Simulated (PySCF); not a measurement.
Here is a computed GFN2-xTB geometry (Å):
```
atom  x, y, z in Å
C1    -0.501    0.015    0.150
C2     0.731   -0.020   -0.227
O3     1.841   -0.053   -0.566
H4    -1.111   -0.866    0.135
H5    -0.951    0.927    0.490
```

Neutral, closed shell.

Q: Read off the bonds between heavy atoms and their formal orders.

A: C1–C2 1.29 Å (double); C2–O3 1.16 Å (double). Bonds to hydrogen (Å): C1–H4 1.07; C1–H5 1.07.

Q: Write the SMILES.

A: `C=C=O`, C2H2O.

Q: Name the point group.

A: C2v (every atom within 0.08 Å of its image).

Q: Describe the place of each heavy atom.

A: C1: outer carbon of cumulated double bonds; C2: central carbon of a ketene; O3: oxygen bonded to C.

Q: What is the arrangement about C2?

A: It has 2 neighbours (C1, O3) and is linear (angle 180.0°).

Q: What is the arrangement about C1?

A: It has 3 neighbours (C2, H4, H5) and is planar (angles 121.2°, 121.1° and 117.7°, sum 360.0°, 0.00 Å off the plane of its three neighbours).
